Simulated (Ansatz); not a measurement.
Start from MgSe in the rock salt structure (space group Fm-3m, No. 225; a = 5.5084 Å).

Computed with PBE (Ansatz, a first-principles code), without spin-orbit coupling.

It is then changed as follows: O takes the place of Se on all its sites; the structure is relaxed again.

Measured lattice parameter a: MgSe 5.46 Å (room temperature; as listed in M J Lucero, T M Henderson, G E Scuseria, Journal of Physics Condensed Matter (2012)); MgO 4.189 Å (static lattice; corrected from measurement; as listed in Daniel Mejia-Rodriguez, S. B. Trickey, Phys. Rev. B (2018)).

How well does PBE reproduce the measured shift?

With PBE the lattice parameter a moves by -1.255 Å (5.508 → 4.254) against -1.271 Å measured. The two measured values stand on different bases (one corrected, one not), which blurs small differences.

Whether these cells are dynamically stable was not tested.
